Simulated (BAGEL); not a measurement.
**BH5S (B(H2S)H3): FCI/STO-3G (density fitting with cc-pvqz-jkfit)**

Aim: the energy change on altering one bond length of BH5S (B(H2S)H3) at FCI/STO-3G (density fitting with cc-pvqz-jkfit), from 2 runs. 

The results are computed with BAGEL 1.2.2.

1 further run of the same task is left out (set aside as unsound or not needed).

## Step 1: Starting point

The species is BH5S (7 atoms), meant as a singlet with charge 0. As SMILES, `[H]B([H])([H])<-S`. The coordinates come from a GFN2-xTB relaxation.

Bond lengths: B1–S2 2.040 Å, S2–H3 1.336 Å, S2–H4 1.337 Å, B1–H5 1.181 Å, B1–H6 1.184 Å, B1–H7 1.181 Å. Angles: B1–S2–H3 98.0°, B1–S2–H4 98.0°, S2–B1–H5 102.5°, S2–B1–H6 103.4°, S2–B1–H7 102.5°, H3–S2–H4 92.0°, H5–B1–H6 115.4°, H5–B1–H7 114.9°, H6–B1–H7 115.4°.

## Step 2: A single-point energy at FCI/STO-3G (density fitting with cc-pvqz-jkfit)

Contents of calc.json:

```json
{ "bagel" : [

{
  "title" : "molecule",
  "basis" : "sto-3g",
  "df_basis" : "cc-pvqz-jkfit",
  "angstrom" : true,
  "geometry" : [
    { "atom" : "B", "xyz" : [    0.127630,   -0.217240,   -0.817090 ] },
    { "atom" : "S", "xyz" : [    0.134050,   -0.231310,    1.222430 ] },
    { "atom" : "H", "xyz" : [    0.506250,    1.037510,    1.415020 ] },
    { "atom" : "H", "xyz" : [   -1.154430,    0.067690,    1.414850 ] },
    { "atom" : "H", "xyz" : [    1.280190,   -0.216980,   -1.075620 ] },
    { "atom" : "H", "xyz" : [   -0.453000,    0.779570,   -1.081760 ] },
    { "atom" : "H", "xyz" : [   -0.440700,   -1.219250,   -1.077830 ] }
  ]
},
{ "title" : "hf" },
{ "title" : "fci", "nstate" : 1, "ncore" : 6 }

]}
```

On the command line:

```sh
BAGEL_NUM_THREADS=1 BAGEL calc.json > calc.out
```

What it wrote:

```text
* using 1 threads per process

  ===============================================================
  ===============================================================

  *** Geometry ***

  { "atom" : "B", "xyz" : [      0.241186,     -0.410524,     -1.544076 ] },
  { "atom" : "S", "xyz" : [      0.253318,     -0.437113,      2.310058 ] },
  { "atom" : "H", "xyz" : [      0.956674,      1.960610,      2.674000 ] },
  { "atom" : "H", "xyz" : [     -2.181557,      0.127916,      2.673679 ] },
  { "atom" : "H", "xyz" : [      2.419208,     -0.410033,     -2.032627 ] },
  { "atom" : "H", "xyz" : [     -0.856046,      1.473174,     -2.044230 ] },
  { "atom" : "H", "xyz" : [     -0.832802,     -2.304049,     -2.036804 ] },

  Number of auxiliary basis functions:      509

  Since a DF basis is specified, we compute 2- and 3-index integrals:
    o Being stored without compression. Storage requirement is 0.001 GB

  Number of basis functions:       19
  Number of electrons      :       26

    * METHOD: MOLECULE                             0.13

  *** RHF ***

  === Nuclear Repulsion ===
    54.1895368053

      * DIIS with orbital gradients will be used.

  === RHF iteration (sto-3g) ===
      0       -420.39416944          0.01233100           0.01
      1       -420.42263505          0.00335063           0.01
      2       -420.42486326          0.00031877           0.01
      3       -420.42487915          0.00005727           0.01
      4       -420.42487971          0.00000641           0.01
      5       -420.42487971          0.00000108           0.01
      6       -420.42487971          0.00000014           0.01
      7       -420.42487971          0.00000002           0.01
      8       -420.42487971          0.00000000           0.01
    * SCF iteration converged.

    * Permanent dipole moment:
           (    0.278465,    -0.473939,    -1.731564) a.u.

    * METHOD: HF                                   0.08

  ---------------------------
        FCI calculation
  ---------------------------

  Performs exactly the same way as Knowles & Handy 1984 CPL

  o alpha-beta strings
      length:          3432
  o size of the space
      determinant space:  2944656
      spin-adapted space: 736164

  o single displacement lists (alpha)
      length:         84084
  o single displacement lists (beta)
      length:         84084

     guess   0:   closed 1111111......        open .............

  === FCI iteration ===

      0  0      -420.42487971     2.38e-04      5.96
      1  0      -420.52168780     8.58e-05      6.03
      2  0      -420.52976221     3.02e-05      5.89
      3  0      -420.53061216     9.51e-06      5.83
      4  0      -420.53069410     2.91e-06      5.87
      5  0      -420.53070162     9.92e-07      5.89
      6  0      -420.53070251     3.49e-07      5.89
      7  0      -420.53070262     1.26e-07      5.94
      8  0      -420.53070263     4.41e-08      5.92
      9  0      -420.53070263     1.63e-08      5.89
     10  0      -420.53070263     5.80e-09      5.90
     11  0      -420.53070263     2.09e-09      5.91
     12  0      -420.53070263     7.24e-10      5.96
     13  0      -420.53070263     2.32e-10      6.02
     14  0 *    -420.53070263     7.97e-11      5.31

     * ci vector, state   0, <S^2> = -0.0000
       2222222......     0.9650270687
       22.22222.....    -0.0787940764
       22222.2...2..    -0.0603594529

    * METHOD: FCI                                 90.31

  ===============================================================
```

Wall time 91 s (1 thread of Intel Xeon 6975P-C (Granite Rapids), shared host); peak memory 4.8 GiB.

## Step 3: The distorted shape, same level

Contents of fci.json:

```json
{ "bagel" : [

{
  "title" : "molecule",
  "basis" : "sto-3g",
  "df_basis" : "cc-pvqz-jkfit",
  "angstrom" : "true",
  "geometry" : [
    { "atom" : "B", "xyz" : [    0.122494,   -0.205984,   -2.448664 ] },
    { "atom" : "S", "xyz" : [    0.134050,   -0.231310,    1.222430 ] },
    { "atom" : "H", "xyz" : [    0.506250,    1.037510,    1.415020 ] },
    { "atom" : "H", "xyz" : [   -1.154430,    0.067690,    1.414850 ] },
    { "atom" : "H", "xyz" : [    1.275054,   -0.205724,   -2.707194 ] },
    { "atom" : "H", "xyz" : [   -0.458136,    0.790826,   -2.713334 ] },
    { "atom" : "H", "xyz" : [   -0.445836,   -1.207994,   -2.709404 ] }
  ]
},
{ "title" : "hf" },
{ "title" : "fci", "nstate" : 1, "ncore" : 6 }

]}
```

On the command line:

```sh
BAGEL_NUM_THREADS=1 BAGEL fci.json > fci.out
```

What it wrote:

```text
* using 1 threads per process

  ===============================================================
  ===============================================================

  *** Geometry ***

  { "atom" : "B", "xyz" : [      0.231480,     -0.389253,     -4.627304 ] },
  { "atom" : "S", "xyz" : [      0.253318,     -0.437113,      2.310058 ] },
  { "atom" : "H", "xyz" : [      0.956674,      1.960610,      2.674000 ] },
  { "atom" : "H", "xyz" : [     -2.181557,      0.127916,      2.673679 ] },
  { "atom" : "H", "xyz" : [      2.409503,     -0.388762,     -5.115855 ] },
  { "atom" : "H", "xyz" : [     -0.865752,      1.494445,     -5.127458 ] },
  { "atom" : "H", "xyz" : [     -0.842508,     -2.282778,     -5.120032 ] },

  Number of auxiliary basis functions:      509

  Since a DF basis is specified, we compute 2- and 3-index integrals:
    o Being stored without compression. Storage requirement is 0.001 GB

  Number of basis functions:       19
  Number of electrons      :       26

    * METHOD: MOLECULE                             0.11

  *** RHF ***

  === Nuclear Repulsion ===
    40.1963066022

      * DIIS with orbital gradients will be used.

  === RHF iteration (sto-3g) ===
      0       -420.32590165          0.01501995           0.00
      1       -420.36361992          0.00264084           0.01
      2       -420.36485579          0.00063995           0.01
      3       -420.36492368          0.00005851           0.01
      4       -420.36492402          0.00000533           0.01
      5       -420.36492403          0.00000043           0.01
      6       -420.36492403          0.00000019           0.01
      7       -420.36492403          0.00000004           0.01
      8       -420.36492403          0.00000001           0.01
    * SCF iteration converged.

    * Permanent dipole moment:
           (    0.202425,    -0.345946,    -0.439455) a.u.

    * METHOD: HF                                   0.08

  ---------------------------
        FCI calculation
  ---------------------------

  Performs exactly the same way as Knowles & Handy 1984 CPL

  o alpha-beta strings
      length:          3432
  o size of the space
      determinant space:  2944656
      spin-adapted space: 736164

  o single displacement lists (alpha)
      length:         84084
  o single displacement lists (beta)
      length:         84084

     guess   0:   closed 1111111......        open .............

  === FCI iteration ===

      0  0      -420.36492403     2.24e-04      5.95
      1  0      -420.45465054     7.34e-05      6.07
      2  0      -420.46085077     2.03e-05      6.06
      3  0      -420.46125599     5.31e-06      5.91
      4  0      -420.46128532     1.52e-06      5.96
      5  0      -420.46128781     5.09e-07      5.92
      6  0      -420.46128808     1.66e-07      5.98
      7  0      -420.46128810     4.72e-08      6.03
      8  0      -420.46128811     1.82e-08      5.93
      9  0      -420.46128811     6.61e-09      5.97
     10  0      -420.46128811     1.93e-09      6.05
     11  0      -420.46128811     5.70e-10      6.05
     12  0      -420.46128811     1.52e-10      6.04
     13  0 *    -420.46128811     3.99e-11      5.26

     * ci vector, state   0, <S^2> = 0.0000
       2222222......     0.9674056841
       22.2222.2....    -0.0804500746
       222.222....2.    -0.0670471838
       2222.22...2..    -0.0632009174
       22222.2.2....    -0.0604751155
       2.222222.....    -0.0541693766
       22b22a2.ab...     0.0513743932
       22a22b2.ba...     0.0513743932

    * METHOD: FCI                                 85.25

  ===============================================================
```

Wall time 86 s (1 thread of Intel Xeon 6975P-C (Granite Rapids), shared host); peak memory 4.7 GiB.

## Step 4: Outcome

At FCI/STO-3G (density fitting with cc-pvqz-jkfit), 6 core orbitals frozen:

| quantity | value |
| --- | --- |
| first shape: total energy | -420.53070 Eh |
| distorted shape: total energy | -420.46129 Eh |
| energy change with the B1–S2 bond stretched from 2.040 to 3.671 Å | 1.889 eV |

With the B1–S2 bond stretched from 2.040 to 3.671 Å the energy rises by 1.89 eV (182 kJ/mol). The first shape isn't relaxed at this level, so the change isn't measured from a minimum. The minimal basis adds a large error of its own.
